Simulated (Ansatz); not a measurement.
## Relaxing NbCu

Computed with Ansatz, DFT PBE, scalar-relativistic, plane waves, PAW. Cutoff 420 eV, Γ-centred k mesh, Gaussian smearing, no spin polarisation in the final step.

The start puts NbCu on the NaTl (B32) structure type (Fd-3m, No. 227), with Nb in place of Na, Cu in place of Tl, at a guessed volume.

```xyz
4
Lattice="0.0000 3.1342 3.1342 3.1342 0.0000 3.1342 3.1342 3.1342 0.0000" Properties=species:S:1:pos:R:3 pbc="T T T"
Nb    3.1342    3.1342    3.1342
Nb    4.7013    4.7013    4.7013
Cu    0.0000    0.0000    0.0000
Cu    1.5671    1.5671    1.5671
```

Cell and atoms relax at zero pressure; the relaxation can't lower the symmetry of the start.

Energies over the elements count from the elements' standard structures at the same level, with no empirical corrections.

(1) What does it relax into?

(2) What are its volume, energy, density and gap?

Results:

(1) It keeps Fd-3m (No. 227). The result has the NaTl (B32) structure. Conventional cell: a = 6.292 Å. Nb is coordinated by 4 Cu at 2.72 Å, 4 Nb at 2.72 Å and 6 Cu at 3.15 Å; around Cu lie 4 Cu at 2.72 Å, 4 Nb at 2.72 Å and 6 Nb at 3.15 Å.

```
Nb Cu
1.0
     0.00000    3.14597    3.14597
     3.14597    0.00000    3.14597
     3.14597    3.14597    0.00000
Nb Cu
2 2
Direct
  0.00000 0.00000 0.00000
  0.25000 0.25000 0.25000
  0.50000 0.50000 0.50000
  0.75000 0.75000 0.75000
```

(2) The volume per atom is 15.57 Å³, the density is 8.34 g/cm³ and the energy over the elements is 0.43 eV/atom. The gap on the 12×12×12 mesh is 0 eV (a metal).

The final run used a 12×12×12 mesh on its 4-atom cell and 0.10 eV smearing. For metals, differences of a few meV/atom aren't resolved. Symmetry constrained the relaxation, so the result can be a saddle point.

Cost: 2 runs of about 0.53 core-minutes in all, on Intel Xeon 6975P-C (Granite Rapids) (shared hosts).